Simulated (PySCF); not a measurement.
# C₃H₄: magnetic properties

An exercise on one series of results from a longer session: the logs are not shown, and one member is left open.

Computed with PySCF 2.14.0 and routines of our own; the level stands in each step. Atoms count from 0.

### The starting structure

7 atoms, charge 0, multiplicity 1; geometry from: GFN2-xTB.

The first run:

The job: settings as JSON, then the geometry in Å.

```
{"job": {"xc": "PBE0", "basis": "def2-SVP", "d3": "d3bj", "grid": 1, "kind": "geom"}, "charge": 0, "multiplicity": 1}
C     -1.293069    -0.002339     0.003280
C      0.000387     0.000064    -0.003531
C      1.293966     0.003548    -0.010953
H     -1.857849     0.621929     0.677129
H     -1.862806    -0.628697    -0.664373
H      1.855612     0.677738    -0.637488
H      1.867094    -0.667338     0.608858
```

On the command line:

```bash
OMP_NUM_THREADS=1 python excited_run.py task.json out
```

This one command runs all jobs of the session in turn.

Steps of the session up to this table: Geometry optimisation at PBE0-D3(BJ)/def2-SVP; Magnetic properties: GIAO HF/pcSseg-2; Magnetic properties: GIAO LDA/pcSseg-2; Magnetic properties: GIAO PBE/pcSseg-2; Magnetic properties: GIAO BLYP/pcSseg-2; Magnetic properties: GIAO BP86/pcSseg-2; Magnetic properties: GIAO OPBE/pcSseg-2.

One table of the session follows, with a row left open; its other results are not shown here.

```
             level  gap (eV)
  GIAO HF/pcSseg-2     13.12
 GIAO LDA/pcSseg-2      5.70
 GIAO PBE/pcSseg-2      5.73
GIAO BLYP/pcSseg-2      5.69
GIAO BP86/pcSseg-2         ?
GIAO OPBE/pcSseg-2      5.79
```

Q: Estimate the row for GIAO BP86/pcSseg-2 from the others.

**Answer.** gap (eV): 5.75. In the column «gap (eV)» it lies between GIAO PBE/pcSseg-2 (5.73) and GIAO OPBE/pcSseg-2 (5.79).

Caveats from the session: Vibrational averaging and real surroundings are missing from these values.
